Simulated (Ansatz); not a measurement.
**BSiH (singlet): from Hartree-Fock to the top rungs, cc-pVDZ**

An exercise on one series of results from a longer session: the logs are not shown, and one member is left open.

Program: Ansatz 0.2.0, Gaussian basis. Level of theory: cc-pVDZ, core rule «outside noble gas», up to 6 orbitals frozen. These are calculated values, not measurements.

Plan: UHF; CCSD(T) on RHF; CCSD(T) on UHF; BCCD(T) on RHF; CISD; CCSDT(Q) on RHF; CCSDT(Q) on UHF; CISDTQ; CCSDTQ on RHF; CCSDTQ on UHF; CASSCF and MRCISD+Q, 8 electrons in 9 orbitals; CASSCF and NEVPT2, 8 electrons in 9 orbitals; Full CI.

4 further runs of the same task are left out: 4 set aside as unsound or not needed.

## What is computed

The geometry is a PBE0/def2-TZVP stationary point (not a proven minimum).

3 atoms, charge 0, spin multiplicity 1.

Atoms are counted from 1 here; the program's logs count them from 0.

Bond lengths: Si1–B2 1.895 Å, B2–H3 1.186 Å. Angles: Si1–B2–H3 180.0°.

Geometry (Å):

```xyz
3
charge 0, multiplicity 1
Si    0.0000    0.0000    1.6588
B     0.0000    0.0000   -0.2364
H     0.0000    0.0000   -1.4224
```

The first run:

in.yaml reads:

```yaml
crystal:
  periodic: [false, false, false]
  atoms:
    - {symbol: Si, position_ang: [0.000000, 0.000000, 1.658754]}
    - {symbol: B, position_ang: [0.000000, 0.000000, -0.236394]}
    - {symbol: H, position_ang: [0.000000, 0.000000, -1.422360]}
basis:
  gaussian: {orbitals: cc-pVDZ}
magnetization: {spin_polarized: true, initial_magnetization: 0}
hamiltonian: {xc: hf}
output: {orbitals: {seedname: orbitals}}
```

Launch:

```bash
$ ansatz run in.yaml --threads 1 --pin off --events-out ev --progress --plain --max-ram 3328MiB --backend cpu
```

Among the steps run: UHF; CCSD(T) on RHF; CCSD(T) on UHF; BCCD(T) on RHF; CISD; CCSDT(Q) on RHF; CCSDT(Q) on UHF; CISDTQ; CCSDTQ on RHF; CCSDTQ on UHF; CASSCF and MRCISD+Q, 8 electrons in 9 orbitals; CASSCF and NEVPT2, 8 electrons in 9 orbitals; Full CI.

One table of the session follows, with a row left open; its other results are not shown here.

It belongs to the step «Misses and costs». 

```
   method  from FCI (kJ/mol)
      RHF             +506.8
     RMP2             +134.8
     CISD              +74.5
    RCCSD              +37.1
 RCCSD(T)              +17.6
  BCCD(T)                  ?
   RCCSDT               +7.6
   CISDTQ               +9.6
RCCSDT(Q)               +1.0
  RCCSDTQ               +0.4
      FCI                  0
```

**Question.** Estimate the row for BCCD(T).

As computed: from FCI (kJ/mol): +17.7. In the column «from FCI (kJ/mol)» it lies between RCCSD(T) (+17.6) and RCCSD (+37.1).

Limits of these values: The report flags that the cluster equations may have other roots. Left out of the table: CASSCF valence, NEVPT2 valence, MRCISD valence, MRCISD+Q valence (the active space lost an orbital or holds another state than full CI finds). Left out of the table: UHF, UMP2, UCCSD, UCCSD(T), UCCSDT, UCCSDT(Q), UCCSDTQ (another determinant or state than the rows shown). The program flags RCCSDT(Q), RCCSDTQ as in doubt, so those rows may rest on another solution; read them beside their warnings.
